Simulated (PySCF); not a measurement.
## Computed NMR parameters against published values

Molfile (atoms numbered from 1):
```
C3H2O2
     RDKit          3D

  7  6  0  0  0  0  0  0  0  0999 V2000
    1.8916    0.2784   -0.0761 C   0  0  0  0  0  0  0  0  0  0  0  0
    0.7304    0.0139    0.0596 C   0  0  0  0  0  0  0  0  0  0  0  0
   -0.6514   -0.3686    0.2303 C   0  0  0  0  0  0  0  0  0  0  0  0
   -1.0188   -1.4933    0.4289 O   0  0  0  0  0  0  0  0  0  0  0  0
   -1.4720    0.6849    0.1395 O   0  0  0  0  0  0  0  0  0  0  0  0
    2.9247    0.5094   -0.1958 H   0  0  0  0  0  0  0  0  0  0  0  0
   -2.3706    0.3456    0.2632 H   0  0  0  0  0  0  0  0  0  0  0  0
  1  2  3  0
  2  3  1  0
  3  4  2  0
  3  5  1  0
  1  6  1  0
  5  7  1  0
M  END
```

The experiment to reproduce: δ 13C C1 78.6; C2 74.0 ppm (measured; solution, not stated per compound (mostly CDCl3 or CCl4); Pretsch, Buehlmann, Badertscher, Structure Determination of Organic Compounds, 4th ed. (2009)).

Calculated, not measured (PySCF 2.14.0 with density-fitted response routines): geometry from PBE0-D3(BJ)/def2-TZVP, NMR shieldings at B97-2/pcSseg-2/GIAO. No relativistic terms, single conformer, no solvent model.

Question: How close does the calculation come?

Answer: 
Reference values: measured (solution, not stated per compound (mostly CDCl3 or CCl4); Pretsch, Buehlmann, Badertscher, Structure Determination of Organic Compounds, 4th ed. (2009)).
```csv
atoms,quantity,reference,computed,"computed, scaled"
C1,δ 13C,78.6,82.3,77.3
C2,δ 13C,74.0,77.8,73.0
```

Computed shifts are σ(ref) − σ with the named reference compound (TMS for H and C) calculated as an isolated molecule at the same level. The measured values may be among those fitted. Shieldings were converted by linear fits to measured shifts (mostly CDCl3, TMS scale, for H and C): 13C: δ = 176.83 − 0.965σ (rms 2.0 ppm, 507 shifts, 2.1 ppm with the 1 outlier that the fit left out). Occasional misses reach two or three times the rms, and more in compound classes unlike the fitted ones.

Question: How far are the unscaled 13C shifts from the references?

Answer: Mean signed difference +3.75 ppm, mean absolute 3.75 ppm over 2 comparisons; the largest is +3.8 ppm at C2 (alkyne carbon).
